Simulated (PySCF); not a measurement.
Molecule: `CC[N+]#[C-]`, C$_{3}$H$_{5}$N.

Atoms are numbered as in `[C-:1]#[N+:2][CH2:3][CH3:4]`; H(Xn) means a hydrogen on atom n.

Geometry PBE0-D3(BJ)/def2-SVP throughout; GIAO in PySCF 2.14, gas phase, one conformer, non-relativistic; equivalent atoms averaged; basis pcSseg-2.

**Question.** How do the absolute shieldings σ depend on the functional? (ppm; last column core-seconds on shared hosts with different chips, so compare them loosely; the GGAs took longer than the global hybrids here, which isn't the general rule, and the cause wasn't traced)

**Answer.** 
```tsv
functional	kind	C1	C3	C4	N2	H(C3)	H(C4)	core-s
HF	Hartree–Fock	-0.1	156.8	172.2	70.8	28.61	30.37	6.2
LDA	LDA	-3.0	143.4	164.1	56.8	27.37	29.55	17
PBE	GGA	4.2	141.4	161.4	62.4	27.80	29.93	20
BLYP	GGA	1.5	136.4	156.1	58.7	27.98	30.08	20
BP86	GGA	5.2	141.1	161.2	63.0	27.87	29.98	20
OPBE	GGA	14.2	146.3	166.5	72.7	27.84	29.97	20
KT2	GGA	20.5	144.3	163.9	74.2	27.73	29.92	20
KT3	GGA	20.4	142.8	162.2	75.7	27.93	30.07	20
B97-D	GGA	10.4	140.6	160.3	69.0	28.01	30.10	20
B3LYP	global hybrid	-0.7	141.3	160.4	60.4	28.08	30.09	13
PBE0	global hybrid	2.0	146.8	166.1	64.3	27.98	29.99	13
mPW1PW91	global hybrid	1.3	145.9	165.4	63.9	28.03	30.04	13
WP04	global hybrid	-8.1	131.4	152.7	61.5	28.41	30.34	9.9
B97-2	global hybrid	6.3	145.8	165.0	68.4	28.08	30.09	9.6
BHandHLYP	global hybrid	-2.4	147.4	165.4	63.4	28.24	30.14	9.3
CAM-B3LYP	range-separated hybrid	-2.7	145.3	164.2	61.4	28.10	30.03	19
wB97X-D	range-separated hybrid	2.2	146.8	166.2	62.8	28.17	30.09	12
LC-wPBE	range-separated hybrid	-3.5	151.6	170.9	66.5	28.24	30.07	17
```

**Question.** Which nucleus moves most, in ppm?

**Answer.** C1 (isocyanide carbon): from -8.1 ppm with WP04 to 20.5 ppm with KT2. The smallest spread is 0.82 ppm, at H(C4). Proton shifts span only some 12 ppm, so a few tenths of a ppm matter as much there as several ppm in carbon.
